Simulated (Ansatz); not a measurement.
The input, for Ansatz 0.2.0:

```yaml
crystal:
  periodic: [false, false, false]
  atoms:
    - {symbol: Al, position_ang: [0.000000, 0.000000, 1.617200]}
    - {symbol: C, position_ang: [0.000000, 0.000000, -0.229400]}
    - {symbol: O, position_ang: [0.000000, 0.000000, -1.387800]}
basis:
  gaussian: {orbitals: cc-pVDZ}
magnetization: {spin_polarized: true, initial_magnetization: 3}
hamiltonian: {xc: hf}
output: {orbitals: {seedname: orbitals}}
```

```sh
$ ansatz run in.yaml --threads 1 --pin off --events-out ev --progress --plain --max-ram 2393MiB
```

The program prints:

```
444 factors; integrals over basis functions are off by at most 1.3e-3 eV
mean field evaluation 1: about -9644.0291 eV, gradient 2.1e1 eV
mean field evaluation 2: about -9644.0348 eV, gradient 2.1e1 eV
mean field evaluation 4: about -9647.8608 eV, gradient 4.1e0 eV
mean field evaluation 8: about -9648.5018 eV, gradient 2.0e-1 eV
mean field evaluation 16: about -9647.9813 eV, gradient 2.6e0 eV
mean field evaluation 32: about -9646.0592 eV, gradient 3.1e0 eV
mean field -9648.50341629 eV, -354.5759605580 hartree, gradient 2.4e-5 eV, S^2 3.773242; 0 other end points of the search recorded, 0 dependent functions left out
reference -9648.50341629 eV, -354.5759605580 hartree; 15, 12 occupied and 31, 34 virtual orbitals, 444 factors
Total energy: -9648.50341629 eV, -354.5759605580 hartree
```

Ran on 1 thread of Arm Neoverse V2, shared host: 0.98 s wall, 0.08 GiB peak host memory.
